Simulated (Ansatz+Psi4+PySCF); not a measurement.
Two shapes of doublet C2H.

Shape 1:

```xyz
3

C     0.4586    0.0218    0.0570
C    -0.7109   -0.0338   -0.0883
H     1.5139    0.0720    0.1881
```

Shape 2:

```xyz
3

C     0.0011   -0.0092   -0.4664
C     0.0056   -0.0015    0.7253
H     0.0069    0.0069   -1.5292
```

Basis set: cc-pVTZ (spherical functions). Frozen core: 2 orbitals. Correlation on ROHF uses semicanonical orbitals with singles. Charge 0, multiplicity 2.

Computed with Ansatz (development build ahead of 0.2.0); each method stands on the lowest determinant of its kind that the runs found.

Question: Which shape is lower in energy, and by how much in each method?

Answer:

| method | E(2) − E(1) (eV) |
| --- | --- |
| ROHF-MP2 | -0.035 |
| ROHF-CCSD | -0.028 |
| UHF-CCSD | -0.028 |
| ROHF-CCSD(T) | -0.036 |
| UHF-CCSD(T) | -0.033 |

Shape 2 is lower. Caution for UHF-CCSD, UHF-CCSD(T): large amplitudes, a single reference is doubtful; the unrestricted determinant is spin contaminated.
